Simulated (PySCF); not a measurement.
**AlH3: one-bond stretch**

Method: PBE0/[Al def2-TZVP, H def2-TZVP], no relativity, density fitting, PySCF.

Rigid scan from the singlet minimum (Al–H 1.586 Å (×3); H–Al–H 120.0° (×3)). Coordinate: the bond from Al to the last atom (H) scaled, the rest fixed. Energies in kJ/mol from the minimum.

| scale of one bond | E (kJ/mol) | dipole size (D) |
| --- | --- | --- |
| 0.92 | 12.3 | 0.23 |
| 0.96 | 2.8 | 0.12 |
| 1.00 | 0.0 | 0.00 |
| 1.05 | 3.6 | 0.16 |
| 1.12 | 18.3 | 0.38 |
| 1.20 | 43.9 | 0.65 |
| 1.35 | 103.8 | 1.17 |
| 1.55 | 187.8 | – |
| 1.80 | 281.0 | – |
| 2.20 | 390.9 | – |

At long bonds a restricted determinant can lie too high, and another spin state can fall below this curve.

Other isomers or separated fragments may lie lower.

The scan took 3.5 s on 2 threads of a shared Arm Neoverse V1 host; the process peaked at 0.69 GiB.
